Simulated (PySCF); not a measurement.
# ClF, singlet: the ladder up to RCCSDT(Q)

Geometry: MP2(full)/6-31G*, from the G2/97 set.

```
atom   x (Å)   y (Å)   z (Å)
   F  0.0000  0.0000  0.0000
  Cl  0.0000  0.0000  1.6591
```

Basis cc-pV(D+d)Z; PySCF 2.14.0. Only valence electrons are correlated (noble-gas cores frozen), which leaves 14 electrons in 31 orbitals. R marks a restricted (for open shells ROHF) determinant.

Full CI isn't at hand for all of this; RCCSDT(Q) serves as the reference, and is uncertain by the last step of the cluster series or more.

The T1 diagnostic (ROHF- or RHF-based CCSD) is 0.0107. The largest doubles amplitude (ROHF- or RHF-based CCSD) is 0.113.

```
   level  E − E(RCCSDT(Q)) (kJ/mol)  share of correlation (%)  wall time
     RHF                      938.5                      0.00          –
    RMP2                       70.6                     92.47          –
   RCCSD                       23.1                     97.54          –
RCCSD(T)                        3.8                     99.59     0.44 s
  RCCSDT                        2.6                     99.72          –
```

The correlation energy at RCCSDT(Q), counted from RHF, is -9.727 eV. That run took 47 s on 1 thread of Arm Neoverse V2, shared host.

Times are those of the correlated step on a shared host, with one SCF added for the restricted CCSD run; they ran on 1 thread of Arm Neoverse V2.

Atomization energy (electronic, same basis, no zero-point term; atoms at the same level, unrestricted beside the R rows where the molecule is a closed shell; the atoms' step beyond CCSDT comes from their full CI) at RCCSDT(Q): 188.0 kJ/mol. Errors of other levels:

| level | error (kJ/mol) |
| --- | --- |
| RHF | -188.6 |
| RMP2 | 14.4 |
| RCCSD | -15.2 |
| RCCSD(T) | -2.1 |
| RCCSDT | -1.9 |

This basis is far from its limit, so the value isn't to be set against a measured one.
